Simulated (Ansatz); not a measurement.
System: 1T (CdI2-type) ZrSe₂. Method: PBE in Ansatz (plane waves, PAW).

Numerical settings: plane-wave cutoff 500 eV, 12×12×8 k mesh (along the axes of the cell as run), Fermi–Dirac smearing 0.05 eV, scalar-relativistic PAW data made under PBE.

Cell (relaxed at this level):

```xyz
3
Lattice="1.8990 -3.2892 0.0000 1.8990 3.2892 0.0000 0.0000 0.0000 6.8698" Properties=species:S:1:pos:R:3 pbc="T T T"
Zr     0.0000     0.0000     0.0000
Se     1.8990     1.0964     1.5832
Se     1.8990    -1.0964     5.2866
```

Problem. Give the computed band gap.

Solution. 
- band gap: 0.41 eV (on the SCF k mesh)

Measured, for comparison: band gap 1.18 eV (temperature not stated, no zero-point or thermal correction, fundamental, indirect, our sources range from 0.90 to 1.20; as tabulated in Rybak et al. (2022), arXiv:2210.12074).

Note: the cell comes from a level without a dispersion term, which matters for the spacing of layers, chains or molecules; the cell has widely spaced layers and the level no dispersion term, so their spacing and the moduli can rest on weak binding.

Spin–orbit coupling is not included.

It cost about 2.2 core-minutes (a rough figure) of CPU time.

Ansatz is a first-principles code.
